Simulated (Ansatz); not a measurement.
**Relaxing BaSi₄Ag**

The calculation used DFT PBE, scalar-relativistic, plane waves, PAW (Ansatz 0.2.0). Cutoff 420 eV, Γ-centred k mesh, Gaussian smearing, no spin polarisation in the final step.

This is the end of a relaxation of cell and atoms.

```xyz
6
Lattice="4.8776 0.0000 0.0000 0.0000 4.8776 0.0000 0.0000 0.0000 7.2867" Properties=species:S:1:pos:R:3 pbc="T T T"
Ba    2.4388    2.4388    3.6433
Si    2.4388    0.0000    0.0000
Si    0.0000    2.4388    0.0000
Si    0.0000    0.0000    2.5462
Si    0.0000    0.0000    4.7405
Ag    0.0000    0.0000    0.0000
```

Energies over the elements count from the elements' standard structures at the same level, with no empirical corrections.

What space group does it have?

P4/mmm (No. 123). Conventional cell: a = 4.878 Å, c = 7.287 Å. Ba is coordinated by 8 Si at 3.62 Å; around Si on Wyckoff site f (2 atoms of the primitive cell) lie 2 Ag at 2.44 Å; Si on Wyckoff site g (2 atoms of the primitive cell) has 1 Si at 2.19 Å and 1 Ag at 2.55 Å; Ag is coordinated by 6 Si at 2.44–2.55 Å.

How far does it lie from the elements in energy?

0.67 eV/atom.

Is it a metal?

Yes, bands cross the Fermi level on the 8×8×6 mesh.

The final run used a 8×8×6 mesh on its 6-atom cell and 0.10 eV smearing. The k mesh leaves about 4 meV/atom of noise in metals. The cell came from a trial start, so BaSi₄Ag may not exist in this structure.

Cost: 3 runs of about 5.5 core-minutes in all, on Intel Xeon Processor @ 2.50GHz (Skylake/Cascade Lake) (shared hosts).